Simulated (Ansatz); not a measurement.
A calculation on hcp Hf returned lattice constant a 3.201 Å, lattice parameter c 5.064 Å.

For reference: lattice constant a 3.194 Å (measured, 293 K, no zero-point or thermal correction, our sources range from 3.194 to 3.200; as tabulated in Wikipedia's data pages); lattice parameter c 5.051 Å (measured, 293 K, no zero-point or thermal correction; as tabulated in Wikipedia's data pages).

### Question
Which level of theory produced these numbers?
A) PBE+SOC (Ansatz (an electronic-structure program))
B) Hartree–Fock (Ansatz)
C) PBEsol-D3(BJ) (Ansatz)
D) PBE-D3(BJ) (Ansatz)

### Answer
A, PBE+SOC (Ansatz)

The others give: PBEsol-D3(BJ) 3.120 Å, 4.949 Å; PBE-D3(BJ) 3.170 Å, 5.019 Å; Hartree–Fock 3.341 Å, 5.223 Å.

Unless a cell is named, each level is at its own relaxed cell (Hartree–Fock 25.24, PBE+SOC 22.47, PBE-D3(BJ) 21.84, PBEsol-D3(BJ) 20.86 Å³/atom).

Ansatz's density-functional and Hartree–Fock values are scalar-relativistic unless marked +SOC, with PAW data made under PBE.
